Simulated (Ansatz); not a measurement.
# SiHF (SMILES F[SiH]) at 6 levels

Aim: a comparison of 6 runs (UHF/STO-3G, B2PLYP/STO-3G, wB97M-V/STO-3G, RPA@PBE/STO-3G, BCCD(T)/STO-3G, CCSD(T)/STO-3G) of SiHF. 

Program for the calculation: Ansatz 0.2.0.

61 further runs of the same task are left out: 7 that didn't finish, 54 set aside as unsound or not needed.

## 1. The system as given

SiHF: 3 atoms, total charge 0, spin state singlet. As SMILES, `F[SiH]`. The Si2–F1 distance was set to 2.015 Å, away from the relaxed value.

Bond lengths: F1–Si2 2.015 Å, Si2–H3 1.541 Å. Angles: F1–Si2–H3 96.3°.

## 2. A single-point energy at UHF/STO-3G (run 1)

Contents of input.yaml:

```yaml
crystal:
  periodic: [false, false, false]
  atoms:
    - symbol: F
      position_ang: [-1.409442, -0.126846, -0.796320]
    - symbol: Si
      position_ang: [0.186800, 0.629400, 0.173800]
    - symbol: H
      position_ang: [0.892400, -0.718600, 0.415300]
basis:
  gaussian: {orbitals: STO-3G}
magnetization: {spin_polarized: true}
hamiltonian: {xc: hf}
accuracy: high
```

Started as:

```sh
$ ansatz run input.yaml --threads 1 --pin off --max-ram 2610MiB --events-out events.jsonl --progress --plain --runs-dir runs
```

Output:

```text
Warning: RAYON_NUM_THREADS=1 ignored (pool sized by the plan → 1); use --threads N
Functional definition: HF
  name "HF"
  exchange = exact_x
  correlation = 0
242 factors; integrals over basis functions are off by at most 3.3e-8 eV
mean field evaluation 1: about -10448.1850 eV, gradient 1.5e1 eV
mean field evaluation 2: about -10448.2216 eV, gradient 1.5e1 eV
mean field evaluation 4: about -10451.6297 eV, gradient 1.7e0 eV
mean field evaluation 8: about -10451.7204 eV, gradient 4.6e-2 eV
mean field evaluation 16: about -10451.7518 eV, gradient 6.8e-1 eV
mean field evaluation 32: about -10451.7595 eV, gradient 3.7e-8 eV
mean field evaluation 64: about -10451.5035 eV, gradient 2.2e0 eV
mean field evaluation 96: about -10444.4530 eV, gradient 5.4e0 eV
mean field evaluation 128: about -10444.5551 eV, gradient 4.8e0 eV
mean field evaluation 160: about -10451.7204 eV, gradient 2.8e-3 eV
mean field evaluation 192: about -10451.7588 eV, gradient 5.5e-2 eV
mean field -10451.75951212 eV, -384.0950776134 hartree, gradient 3.5e-8 eV, S^2 0.179247; 5 other end points of the search recorded, 0 dependent functions left out
reference -10451.75951212 eV, -384.0950776134 hartree; 12, 12 occupied and 3, 3 virtual orbitals, 242 factors
Total energy: -10451.75951212 eV, -384.0950776134 hartree
```

It took 0.18 s on 1 thread of AMD EPYC 9R14 (Zen 4), shared host.

## 3. A single-point energy at B2PLYP/STO-3G (run 2)

Contents of run.yaml:

```yaml
crystal:
  periodic: [false, false, false]
  atoms:
    - symbol: F
      position_ang: [-1.409442, -0.126846, -0.796320]
    - symbol: Si
      position_ang: [0.186800, 0.629400, 0.173800]
    - symbol: H
      position_ang: [0.892400, -0.718600, 0.415300]
basis:
  gaussian: {orbitals: STO-3G}
correlation: {frozen_orbitals: {F: 1, H: 0, Si: 5}}
hamiltonian: {xc: {name: B2PLYP}}
accuracy: high
```

Started as:

```sh
$ ansatz run run.yaml --threads 1 --pin off --max-ram 2610MiB --events-out events.jsonl --progress --plain --runs-dir runs
```

Output (excerpt; [...] marks lines left out):

```text
Warning: RAYON_NUM_THREADS=1 ignored (pool sized by the plan → 1); use --threads N
Functional definition: B2PLYP
  name "B2PLYP"
[...]
242 factors; integrals over basis functions are off by at most 3.3e-8 eV
[...]
mean field -10469.10689483 eV, -384.7325821696 hartree, gradient 1.2e-8 eV, S^2 0.000000; 0 other end points of the search recorded, 0 dependent functions left out
6 core orbitals not correlated: weight in the atoms' cores, before any rotation towards them, 1.000 or more for the frozen orbitals, at most 0.000 for the correlated occupied ones
reference -10469.10690858 eV, -384.7325826748 hartree; 6, 6 occupied and 3, 3 virtual orbitals, 242 factors
second order -2.88641604 eV of doubles, -0.00000000 eV of singles
Total energy: -10469.88624091 eV, -384.7612226097 hartree
```

Run time: 0.54 s. Hardware: 1 thread of AMD EPYC 9R14 (Zen 4), shared host.

Runs 3 to 4 aren't shown in full; the table further down has their settings and results.

## 4. A single-point energy at BCCD(T)/STO-3G (run 5)

Contents of input.yaml:

```yaml
crystal:
  periodic: [false, false, false]
  atoms:
    - {symbol: F, position_ang: [-1.409442, -0.126846, -0.796320]}
    - {symbol: Si, position_ang: [0.186800, 0.629400, 0.173800]}
    - {symbol: H, position_ang: [0.892400, -0.718600, 0.415300]}
basis:
  gaussian: {orbitals: STO-3G}
total_charge: 0
correlation: {method: bccd_t, frozen_orbitals: {F: 1, H: 0, Si: 5}}
accuracy: high
scf: {omitted_lower_state_checks: [cluster_reference, increment]}
```

Started as:

```sh
$ ansatz run input.yaml --threads 1 --pin off --max-ram 2610MiB --events-out events.jsonl --progress --plain --runs-dir runs
```

Output:

```text
Warning: RAYON_NUM_THREADS=1 ignored (pool sized by the plan → 1); use --threads N
[... 11 lines left out ...]
6 core orbitals not correlated: weight in the atoms' cores, before any rotation towards them, 1.000 or more for the frozen orbitals, at most 0.000 for the correlated occupied ones
[... 33 lines left out ...]
Total energy: -10454.25658153 eV, -384.1868432215 hartree
Checks for a lower state left out: cluster_reference, increment
```

Wall time 0.16 s (1 thread of AMD EPYC 9R14 (Zen 4), shared host).

## 5. The energy at CCSD(T)/STO-3G (run 6)

Contents of run.yaml:

```yaml
crystal:
  periodic: [false, false, false]
  atoms:
    - {symbol: F, position_ang: [-1.409442, -0.126846, -0.796320]}
    - {symbol: Si, position_ang: [0.186800, 0.629400, 0.173800]}
    - {symbol: H, position_ang: [0.892400, -0.718600, 0.415300]}
basis:
  gaussian: {orbitals: STO-3G}
correlation: {method: ccsd_t, frozen_orbitals: {F: 1, H: 0, Si: 5}}
accuracy: high
scf: {omitted_lower_state_checks: [cluster_reference, increment]}
```

Started as:

```sh
$ ansatz run run.yaml --threads 1 --pin off --max-ram 2610MiB --events-out events.jsonl --progress --plain --runs-dir runs
```

Output:

```text
Warning: RAYON_NUM_THREADS=1 ignored (pool sized by the plan → 1); use --threads N
[... 11 lines left out ...]
6 core orbitals not correlated: weight in the atoms' cores, before any rotation towards them, 1.000 or more for the frozen orbitals, at most 0.000 for the correlated occupied ones
[... 29 lines left out ...]
Total energy: -10454.26983947 eV, -384.1873304418 hartree
Checks for a lower state left out: cluster_reference, increment
```

It took 0.12 s on 1 thread of AMD EPYC 9R14 (Zen 4), shared host.

## 6. All runs side by side

```csv
run,level,frozen core orbitals,energy (Eh),wall time
1,UHF/STO-3G,–,-384.095078,0.18 s
2,B2PLYP/STO-3G,6,-384.761223,0.54 s
3,wB97M-V/STO-3G,–,-385.037476,4.2 s
4,RPA@PBE/STO-3G,6,-384.242503,0.56 s
5,BCCD(T)/STO-3G,6,-384.186843,0.16 s
6,CCSD(T)/STO-3G,6,-384.187330,0.12 s
```

## 7. Results

| quantity | value |
| --- | --- |
| run 6: total energy | -384.18733 Eh |
| run 6: correlation energy (6 core orbitals frozen) | -93.7 mEh |
| run 6: (T) correction | -4.99 mEh |
| run 6: T1 diagnostic | 0.032 |

Below the UHF energy at the same shape and in the same basis (STO-3G): BCCD(T) -91.8 mEh; CCSD(T) -92.3 mEh. Some of these start from another determinant than that one, so these aren't their correlation energies. Totals of different functionals can't be ranked against each other. In run 6 the T1 diagnostic is large, so a single reference may not serve. In runs 5, 6 the log says that unrestricted orbitals would lower the reference, so the values rest on an unstable closed-shell determinant (other closed-shell runs at this shape may share the fault). In runs 1, 2, 3, 4, 5, 6 the basis is minimal, so the values are rough. Spin contamination of the reference: run 1 ⟨S²⟩ = 0.18. All runs together took 5.8 s, the longest 4.2 s.
